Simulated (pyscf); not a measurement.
Thermochemistry of product channels of F–N•–F + SiH₄ on the doublet surface, in kJ/mol, from ωB97M-D3(BJ)/def2-TZVP energies (ideal gas, 1 atm, RRHO with modes under 100 cm⁻¹ raised to 100, one conformer, R ln 2 for rigid chiral ones). PySCF, gas phase, ωB97X-D3(BJ)/def2-SVP geometries.

```tsv
products	ΔE	ΔH(298 K)	ΔG(298 K)	ΔG(600 K)
F–N(F)–SiH₃ + H•	+133.9	+125.8	+136.6	+145.1
F–N(F)–SiH₂• + H₂	+95.5	+89.8	+92.7	+92.9
F–NH–F + SiH₂ [singlet] + H•	+372.2	+362.5	+326.6	+288.9
F–SiH₃ + :N–F [triplet] + H•	(withheld)	+41.5	+8.0	-27.6
F• + F–NH–SiH₃	-1.6	+11.8	+15.6	+18.3
F–SiH₃ + •HN–F	-277.1	-268.3	-273.0	-277.5
F–NH–F + SiH₃•	(withheld)	+82.8	+78.2	(withheld)
HF + :N–F [triplet] + SiH₃•	+117.7	+113.4	+68.7	+22.1
```

Complete the blanks.


- F–SiH₃ + :N–F [triplet] + H•, ΔE: +55.9
- F–NH–F + SiH₃•, ΔE: +73.2
- F–NH–F + SiH₃•, ΔG(600 K): +73.8

The channel to HF + :N–F [triplet] + SiH₃• turns favourable between 298 and 1200 K (ΔG from +68.7 kJ/mol to -71.0 kJ/mol).

These are energies of the channels, which say nothing of barriers. F–N(F)–SiH₃ lies 846.8 kJ/mol over its isomer H₂N–SiH(F)–F, and others may lie lower still (electronic energy, ωB97M-D3(BJ)). F–N(F)–SiH₂• lies 828.8 kJ/mol over its isomer H₂N–Si•(F)–F, and others may lie lower still (electronic energy, ωB97M-D3(BJ)). Left out: orbital degeneracy and the spin-orbit lowering of F.
